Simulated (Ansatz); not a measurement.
in.yaml

```yaml
crystal:
  periodic: [false, false, false]
  atoms:
    - {symbol: Cl, position_ang: [0.000000, 0.000000, -1.197600]}
    - {symbol: H, position_ang: [0.000000, 0.000000, 0.081200]}
    - {symbol: H, position_ang: [0.000000, 0.000000, 1.116400]}
basis:
  gaussian: {orbitals: 6-31G}
magnetization: {spin_polarized: false, initial_magnetization: 1}
correlation: {method: ccsdt_q, electrons: outside_noble_gas}
```

```sh
$ ansatz run in.yaml --threads 1 --pin off --events-out ev --progress --plain --max-ram 2393MiB
```

Output:

```
315 factors; integrals over basis functions are off by at most 6.0e-8 eV
mean field evaluation 1: about -12530.3797 eV, gradient 1.1e1 eV
mean field evaluation 2: about -12530.3813 eV, gradient 1.1e1 eV
mean field evaluation 4: about -12531.0463 eV, gradient 1.5e0 eV
mean field evaluation 8: about -12531.0755 eV, gradient 5.5e-5 eV
mean field evaluation 16: about -12531.0738 eV, gradient 9.2e-2 eV
mean field evaluation 32: about -12527.7152 eV, gradient 3.0e-3 eV
mean field -12531.07545777 eV, -460.5085292049 hartree, gradient 7.2e-7 eV, S^2 0.750000; 1 other end points of the search recorded, 0 dependent functions left out
determinant -12531.07545777 eV, -460.5085292049 hartree, with singles and doubles -12532.83991671 eV, -460.5733718751 hartree
determinant -12527.71521681 eV, -460.3850426274 hartree, with singles and doubles -12529.25242040 eV, -460.4415338172 hartree
5 core orbitals not correlated: weight in the atoms' cores, before any rotation towards them, 1.000 or more for the frozen orbitals, at most 0.000 for the correlated occupied ones
reference -12531.07545777 eV, -460.5085292049 hartree; 5, 4 occupied and 7, 8 virtual orbitals, 315 factors
second order -1.39461701 eV of doubles, -0.06154823 eV of singles
cycle   1  -1.66028548 eV  change   -2.0e-1 eV  update   4.1e-2
cycle   2  -1.76129854 eV  change   -1.0e-1 eV  update   1.7e-2
cycle   3  -1.78317129 eV  change   -2.2e-2 eV  update   8.4e-3
cycle   4  -1.78374770 eV  change   -5.8e-4 eV  update   3.6e-3
cycle   5  -1.78336744 eV  change    3.8e-4 eV  update   1.1e-3
cycle   6  -1.78362602 eV  change   -2.6e-4 eV  update   2.6e-4
cycle   7  -1.78371500 eV  change   -8.9e-5 eV  update   7.0e-5
cycle   8  -1.78374175 eV  change   -2.7e-5 eV  update   2.6e-5
cycle   9  -1.78373800 eV  change    3.8e-6 eV  update   7.5e-6
cycle  10  -1.78373852 eV  change   -5.2e-7 eV  update   2.1e-6
cycle  11  -1.78373924 eV  change   -7.2e-7 eV  update   6.8e-7
perturbative correction -0.00042303 eV, -0.0000155460 hartree
Total energy: -12532.85962003 eV, -460.5740959589 hartree
```

For the same geometry and basis full CI lies 0.1 meV lower.

Ran on 1 thread of Arm Neoverse V1, shared host: 2.7 s wall, 0.1 GiB peak host memory.
